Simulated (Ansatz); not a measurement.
**doublet CH₂Cl: levels of theory in one basis**

```csv
atom,x (Å),y (Å),z (Å)
C,1.1267,0.0000,-0.0004
Cl,-0.5886,0.0000,0.0000
H,1.6230,-0.9563,0.0010
H,1.6230,0.9563,0.0010
```

Basis set: cc-pVTZ on H, C; cc-pV(T+d)Z on Cl (spherical functions). Left uncorrelated: 6 orbitals. Correlation on ROHF uses semicanonical orbitals with singles. Charge 0, multiplicity 2.

Computed with Ansatz (development build ahead of 0.2.0); each method stands on the lowest determinant of its kind that the runs found.

| method | E − E(ROHF) (eV) | <S²> of the determinant |
| --- | --- | --- |
| ROHF | 0.00 | 0.75 |
| UHF | -0.16 | 0.77 |
| ROHF-MP2 | -9.35 | – |
| UHF-MP2 | -9.32 | 0.77 |
| ROHF-CCSD | -10.19 | – |
| UHF-CCSD | -10.19 | 0.77 |
| ROHF-CCSD(T) | -10.59 | – |
| UHF-CCSD(T) | -10.59 | 0.77 |

Problem. Is a single determinant a sound starting point here?

Solution. By this sign, yes. Unrestricted orbitals gain 0.16 eV and <S²> is 0.77 against 0.75 for a pure state.
